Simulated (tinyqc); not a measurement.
Orbital energy against energy difference: ionisation energy by orbital energies and by energy differences in the 6-31g basis, for HF, spin multiplicity 1. Computed by the program tinyqc with PySCF. 

Geometry (angstrom):
```
atom       x       y       z
F     0.0000  0.0000  0.0000
H     0.0000  0.0000  0.8290
```

CCSD(T) difference in the same basis = 15.6555 eV

IP-EOM-CCSD = 15.3520 eV

The cation is unrestricted; errors are against CCSD(T) in this basis, not against experiment.

First vertical ionisation energy (eV):
```
method     -e(HOMO)  E(cation) - E  error of -e(HOMO)  error of the difference
HF           17.395       14.63496              1.739                   -1.021
LDA           8.512       16.49112             -7.143                    0.836
PBE           8.395       16.08454             -7.260                    0.429
B3LYP        10.484       16.16037             -5.171                    0.505
PBE0         10.937       16.04342             -4.718                    0.388
CAM-B3LYP    12.439       16.15108             -3.217                    0.496
LC-wPBE      13.769       16.21117             -1.887                    0.556
```

Koopmans errs by +1.74 eV and Delta-HF by -1.02 eV: relaxation, 2.76 eV, lowers the value and the missing correlation difference works against it. The PBE level is off by -7.3 eV through the wrong tail of its potential, though its energy difference is off by +0.43 eV; exact exchange deepens the level, and among the orbital energies HF comes closest; among the differences PBE0 does.
